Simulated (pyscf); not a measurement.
Thermochemistry of product channels of H₃Si–NH–SiH₃ + H• on the doublet surface, in eV, from ωB97M-D3(BJ)/def2-TZVP energies (ideal gas, 1 atm, RRHO with modes under 100 cm⁻¹ raised to 100, one conformer, R ln 2 for chiral ones without a mode under 150 cm⁻¹). Optimised with ωB97X-D3(BJ)/def2-SVP in PySCF.

```json
[
 {"products": "•H₂Si–NH–SiH₃ + H₂", "ΔE": "-0.52", "ΔH(298 K)": "-0.49", "ΔG(900 K)": "-0.67", "ΔG(1200 K)": "-0.72"},
 {"products": "H₃Si–N•–SiH₃ + H₂", "ΔE": "[?]", "ΔH(298 K)": "+0.27", "ΔG(900 K)": "+0.09", "ΔG(1200 K)": "[?]"}
]
```

Task: What belongs in the gaps?

Result: 
- H₃Si–N•–SiH₃ + H₂, ΔE: +0.32
- H₃Si–N•–SiH₃ + H₂, ΔG(1200 K): +0.04

These are energies of the channels, which say nothing of barriers.
